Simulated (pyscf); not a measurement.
PySCF, gas phase, ωB97X-D3(BJ)/def2-SVP geometries. MP2 and CC: frozen core, UHF for open shells. ΔMP2 is the change of the MP2 total energy from the triple- to the quadruple-zeta basis.

Question: AsH₂• + SiH₃• → H₃Si–AsH• + H•
Surface: triplet. Broken: As–H. Formed: As–Si. Give ΔE‡ and ΔE from CCSD(T)/def2-TZVPP + ΔMP2(QZVPP), relative to the separated reactants.

Answer: ΔE‡ = 10.6 kcal/mol, ΔE = +10.3 kcal/mol. Zero-point energy shifts the barrier by -0.7 kcal/mol. It is a substitution at As, with an imaginary mode of 305i cm⁻¹. AsH₂• + SiH₃• also meet on a surface of lower spin, which isn't treated here. H₃Si–AsH• + H• also meet on a surface of lower spin, which isn't treated here. This is the saddle that the search found; another between the same sides may lie lower. The angle at the attacked As is 178°. The CCSD(T) − MP2 part came from Ansatz, without density fitting, on the same reference. The frozen core leaves the outer d or s,p core shells of the metals and heavy elements correlated in the MP2 and CC values, and def2-TZVPP describes them poorly, which can shift differences by a few kcal/mol. Elements up to Kr have no core potential and no relativistic terms here.
